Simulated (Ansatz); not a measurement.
Run times for BHClO (SMILES O[B]Cl)

BHClO: 4 atoms, total charge 0, spin state doublet. As SMILES, `O[B]Cl`. Geometry: relaxed at PBE0-D4/def2-TZVP.

```xyz
4

O     0.5456    0.1911   -0.5893
B    -0.4299    0.0656    0.3126
Cl   -0.5572   -1.3232    1.3529
H     0.4970    1.0062   -1.0965
```

Program: Ansatz 0.2.0. Hardware: 1 thread of Arm Neoverse V1, shared host, so times are rough. Ansatz fits the integrals of SCF and DFT runs by default. Its times include its search for lower SCF states.

Q: Estimate their order by wall time, quickest first.
A. energy at USVWN5/STO-3G
B. energy at FCI/STO-3G, 7 core orbitals frozen
C. energy at UMP2/STO-3G, 7 core orbitals frozen

A: C (0.14 s), A (0.95 s), B (6.3 s).
